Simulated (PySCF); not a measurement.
Species: phosphabenzene, C5H5P.
SMILES with atom numbers: `[cH:1]1[cH:2][cH:3][p:4][cH:5][cH:6]1` (hydrogens: H7 on C1; H8 on C2; H9 on C3; H10 on C5; H11 on C6)

Method: PySCF 2.14.0, PBE0-D3(BJ)/def2-SVP geometry optimisation, gas phase.

Q: What internal coordinates does the optimisation give?

A: 
```tsv
bond	length (pm)	order
C1–C2, C1–C6	139.6	aromatic
C2–C3, C5–C6	139.1	aromatic
C3–P4, P4–C5	173.8	aromatic
C1–H7	109.3	single
C2–H8, C6–H11	109.5	single
C3–H9, C5–H10	109.5	single
```

Bonds in one row agree within 1 pm and their mean is given. Orders are formal, as drawn. A selection of angles:
```tsv
angle	degrees
C2–C1–C6	122.6
C2–C1–H7	118.7
C1–C2–C3	123.2
C1–C2–H8	118.2
C3–C2–H8	118.6
C2–C3–P4	125.5
C2–C3–H9	118.0
P4–C3–H9	116.6
C3–P4–C5	100.1
```

The 6-membered ring C1–C2–C3–P4–C5–C6 has internal angles of 100.1° to 125.5°; it is planar, 0.00 Å rms from its mean plane, widest ring torsion 0°. The 6 heavy atoms lie in one plane (0.000 Å rms).

Point group: C2v (tolerance 0.08 Å). No frequency check.
